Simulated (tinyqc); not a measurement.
Orbital energy against energy difference: ionisation energy by orbital energies and by energy differences in the 6-31g* basis, for LiH, spin multiplicity 1. Computed by the program tinyqc with PySCF. The cation is unrestricted; errors are against CCSD(T) in this basis, not against experiment.

Geometry (angstrom):
```
atom       x       y       z
Li    0.0000  0.0000  0.0000
H     0.0000  0.0000  1.3780
```

CCSD(T) difference in the same basis = 7.9315 eV

IP-EOM-CCSD = 7.9312 eV

First vertical ionisation energy (eV):
```
method     -e(HOMO)  E(cation) - E  error of -e(HOMO)  error of the difference
HF            8.480        7.34031              0.549                   -0.591
LDA           4.526        8.54807             -3.405                    0.617
PBE           4.518        8.39035             -3.413                    0.459
B3LYP         5.503        8.63630             -2.428                    0.705
PBE0          5.639        8.34927             -2.293                    0.418
CAM-B3LYP     7.079        8.62080             -0.852                    0.689
LC-wPBE       8.408        8.43177              0.476                    0.500
```

What does the comparison show, and why?

Koopmans errs by +0.55 eV and Delta-HF by -0.59 eV: relaxation, 1.14 eV, lowers the value and the missing correlation difference works against it. The PBE level is off by -3.4 eV through the wrong tail of its potential, though its energy difference is off by +0.46 eV; exact exchange deepens the level, and among the orbital energies LC-wPBE comes closest; among the differences PBE0 does.
